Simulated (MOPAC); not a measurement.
MOPAC input (MNDO):

```
MNDO 1SCF GEO-OK AUX(PRECISION=9) THREADS=1
C5H5N

N    -0.00830295 1   -0.00857741 1    1.41153999 1
C     0.00810884 1    0.00837688 1   -1.37854107 1
C    -0.00946765 1    1.13487320 1    0.72647824 1
C     0.00100216 1   -1.14361852 1    0.71269428 1
C     0.00942122 1   -1.18916620 1   -0.67673701 1
C    -0.00154475 1    1.19730303 1   -0.66229982 1
H     0.01447612 1    0.01495463 1   -2.46100794 1
H    -0.01710307 1    2.04593336 1    1.31559467 1
H     0.00177208 1   -2.06177112 1    1.29074470 1
H     0.01679961 1   -2.14109152 1   -1.19083558 1
H    -0.00294306 1    2.15540611 1   -1.16484348 1
```

Problem. What heat of formation does the run end on, and which ionisation energy by Koopmans theorem?

Solution. 31.12 kcal/mol; 9.84 eV.
